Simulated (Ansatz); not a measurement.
Geometry optimisation, UKS PBE-D4/def2-SVP (Ansatz).

The input (input.yaml):

```yaml
crystal:
  periodic: [false, false, false]
  atoms:
    - { symbol: O, position_ang: [0.55731, -0.43376, 0.79846] }
    - { symbol: Si, position_ang: [0.00193, 0.34195, -0.53394] }
    - { symbol: H, position_ang: [1.03688, -0.29658, -1.30515] }
    - { symbol: H, position_ang: [-1.24482, -0.25358, -1.00076] }
    - { symbol: H, position_ang: [-0.04011, 1.71604, -0.07856] }
magnetization:
  spin_polarized: true
  initial_magnetization: 1
basis:
  gaussian: { orbitals: def2-SVP }
hamiltonian:
  xc: pbe
  dispersion: d4
relax:
  f_tol: 0.02
  max_steps: 50
```

Run as:

```bash
$ ansatz run input.yaml --threads 1 --pin off --max-ram 2048MiB --backend cpu --events-out ev --progress --plain --runs-dir out
```

Where does it end, and by what steps?

The forces met the threshold. After 6 steps the energy has fallen by 0.465 eV; H3 moved furthest, 0.20 Å.

| step | energy less start (eV) | largest force component (eV/Å) | accepted |
| --- | --- | --- | --- |
| 0 | 0.0000 | 1.352 | yes |
| 1 | -0.4347 | 0.282 | yes |
| 2 | -0.4605 | 0.153 | yes |
| 3 | -0.4646 | 0.074 | yes |
| 4 | -0.4649 | 0.034 | yes |
| 5 | -0.4577 | 0.244 | no |
| 6 | -0.4649 | 0.014 | yes |

```xyz
5
Properties=species:S:1:pos:R:3
O 0.532 -0.579 0.929
Si -0.002 0.253 -0.413
H 1.104 -0.125 -1.393
H -1.314 -0.228 -0.976
H -0.008 1.753 -0.267
```

Whether the end is a true minimum wasn't checked by a vibrational analysis.

Time of the run: 18 s on 1 CPU thread of a shared host.
